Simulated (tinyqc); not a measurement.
Inside a calculation. Method: RKS/LDA (PW92) in the sto-3g basis, for HF, spin multiplicity 1. Computed by tinyqc, a small Python program that keeps every step (integrals from PySCF). Settings: charge = 0, multiplicity = 1, basis = sto-3g, energy threshold = 1e-10, iteration cap = 70, orthogonalisation = symmetric, start = atomic densities, DIIS depth = 0, damping = 0.5, method = RKS, functional = lda,pw, grid = [40, 26]. Command: `OMP_NUM_THREADS=1 python tinyqc.py 25724 25725 out.jsonl` (the two numbers bound the seeds that draw the settings). One thread of a shared host (Intel(R) Xeon(R) Processor @ 2.60GHz), about 0.6 s of CPU time with the checks.

Geometry (angstrom):
```
atom       x       y       z
F     0.0000  0.0000  0.0000
H     0.0000  0.0000  1.4600
```

Stop when the energy changes by less than 1e-10 hartree and every element of the error matrix X^T (F D S - S D F) X is below 3e-06.

Course of the cycle:
```
iteration  E (hartree)     change  largest element of the error matrix
1           -98.941696          -                             4.99e-01
2           -98.548602   3.93e-01                             2.53e-01
3           -98.346737   2.02e-01                             1.24e-01
4           -98.244564   1.02e-01                             9.15e-02
5           -98.192292   5.23e-02                             8.68e-02
6           -98.166084   2.62e-02                             9.43e-02
7           -98.151972   1.41e-02                             9.93e-02
8           -98.145077   6.89e-03                             9.90e-02
9           -98.140597   4.48e-03                             1.06e-01
10          -98.138697   1.90e-03                             1.03e-01
11          -98.136698   2.00e-03                             1.11e-01
12          -98.136200   4.98e-04                             1.06e-01
13          -98.134897   1.30e-03                             1.14e-01
14          -98.134884   1.29e-05                             1.08e-01
...                ...        ...                                  ...
57          -98.131527   6.81e-04                             1.21e-01
58          -98.132207  -6.80e-04                             1.14e-01
59          -98.131526   6.80e-04                             1.21e-01
60          -98.132207  -6.80e-04                             1.14e-01
61          -98.131526   6.80e-04                             1.21e-01
62          -98.132207  -6.80e-04                             1.14e-01
63          -98.131526   6.80e-04                             1.21e-01
64          -98.132207  -6.80e-04                             1.14e-01
65          -98.131526   6.80e-04                             1.21e-01
66          -98.132207  -6.80e-04                             1.14e-01
67          -98.131526   6.80e-04                             1.21e-01
68          -98.132206  -6.80e-04                             1.14e-01
69          -98.131526   6.80e-04                             1.21e-01
70          -98.132206  -6.80e-04                             1.14e-01
```

Can the last value be used, and what does the course show?

Not by the stop rule. Not converged within the cap of 70 iterations: the residual has stopped falling: the iteration swings between two states. Reruns (cap 100 unless said): DIIS 8: converged in 9; level shift 0.5: converged in 17; atomic densities as start, DIIS 8: converged in 9; the original settings with a cap of 400: not converged. PySCF RKS in the same basis, fine grid = -98.160529 hartree, which differs from a converged run on this coarse grid by the grid error.
